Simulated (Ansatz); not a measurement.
A nudged elastic band was laid between two geometries of AlF2H + H2 (6 atoms, charge 0, multiplicity 1).

All numbers below come from RKS CAM-B3LYP-D4/def2-SVP (Ansatz).

```json
{
  "movable images": "5",
  "climbing image": "yes",
  "spring": "5.0 eV/Å²",
  "optimiser": "quadratic models (default)",
  "start path": "through a guess of the saddle point",
  "force threshold": "0.03 eV/Å",
  "iteration limit": "60",
  "end points": "relaxed"
}
```

Initial state:

```xyz
6
Properties=species:S:1:pos:R:3
Al -0.020 0.125 0.138
F 0.022 0.605 1.723
F 1.428 -0.022 -0.647
H -1.362 0.041 -0.645
H 0.161 -2.075 0.642
H 0.020 -1.758 1.326
```

Final state:

```xyz
6
Properties=species:S:1:pos:R:3
Al -0.042 -0.484 -0.221
F 0.002 -0.092 1.773
F 1.433 0.190 -0.617
H -1.337 0.267 -0.699
H 0.008 -2.031 0.156
H 0.185 -0.934 2.145
```

Which bonds break or form, and what moves?

Bonds broken: H5–H6. Bonds formed: Al1–H5, F2–H6. AlF2H + H2 becomes AlF2H3.

Give the energies along the band, and the barrier.

The forces met the threshold. The highest image is number 4 of 0 to 6, 1.28 eV above the first end and 0.08 eV above the last; the last end lies 1.21 eV above the first. A vibrational analysis at the climbing image gives one clearly imaginary mode, 611i cm⁻¹: a first-order saddle point. The orbitals stay closed-shell, which can raise the energy where a bond breaks towards radicals; this wasn't checked here.

```tsv
image	path coordinate (Å)	energy (eV)	H5–H6 (Å)	Al1–H5 (Å)	F2–H6 (Å)
0	0.00	0.00	0.77	2.26	2.40
1	0.31	0.05	0.77	2.19	2.05
2	0.63	0.30	0.79	1.99	1.69
3	0.94	0.93	0.93	1.80	1.35
4	1.26	1.28	1.24	1.69	1.06
5	1.66	1.23	1.74	1.62	0.96
6	2.06	1.21	2.28	1.59	0.94
```

What is the geometry of the highest image?


```xyz
6
Properties=species:S:1:pos:R:3
Al -0.018 -0.335 -0.087
F 0.047 -0.075 1.807
F 1.451 0.141 -0.693
H -1.354 0.158 -0.728
H 0.047 -1.861 0.627
H 0.074 -1.112 1.611
```

What are the harmonic wavenumbers there?

611i, 194, 458, 501, 676, 812, 871, 1132, 1186, 1684, 2042, 2285 cm⁻¹.

The band took 9 iterations and of the order of 80 core-seconds.

Run time: 76 s on 1 thread of Arm Neoverse V1, with other jobs on the host, peak memory 0.12 GiB.
